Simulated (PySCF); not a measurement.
Bonds broken one at a time in the series acetyl-X. Isolated molecules, 0 K electronic values unless said otherwise. One relaxed conformer stands for each flexible species; it need not be the lowest. Strings in code marks are SMILES.

Level of theory: PySCF with PBE-D3(BJ)/def2-TZVP. 

```tsv
species	highest occupied spin orbital (eV)	dipole moment (D)
radical fragment (`O=[C]O` (O–C–O–H torsion 0°))	-5.64	–
whole molecule (`COC(C)=O` (C–O–C–O torsion 1°))	–	–
radical fragment (`N[C]=O`)	-4.65	(withheld)
radical fragment (`[C]#N`)	-9.35	1.13
```

Complete the blanks.


- radical fragment (`N[C]=O`), dipole moment (D): 3.63
